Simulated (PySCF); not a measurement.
`N[SiH2]` (H4NSi•): adiabatic energies of losing or gaining an electron at several levels

The parent is a doublet.

All levels share the PBE0-D3(BJ)/ma-def2-SVP structures and the PBE0-D3(BJ)/ma-def2-SVP thermal terms; only the single-point energies (PySCF) change. Values are adiabatic energies of losing or gaining an electron (0 K, eV).

```jsonl
{"level": "HF/ma-def2-TZVP", "ionisation energy to the singlet cation": "6.28", "time": "6.6 s"}
{"level": "MP2/ma-def2-TZVP", "ionisation energy to the singlet cation": "6.51", "time": "26 s"}
{"level": "CCSD(T)/ma-def2-TZVP", "ionisation energy to the singlet cation": "6.59", "time": "13 min"}
{"level": "PBE0-D3(BJ)/ma-def2-TZVP", "ionisation energy to the singlet cation": "6.79", "time": "–"}
```

Times are wall times for all single points of a level on 1 thread of Arm Neoverse V1, a shared host; the dash marks the run that also made the structures.

Hartree-Fock leaves out electron correlation, so its ionisation energies and electron affinities from energy differences come out too low, often by 1 eV or more.

The spread: 0.51 eV, from 6.28 to 6.79.
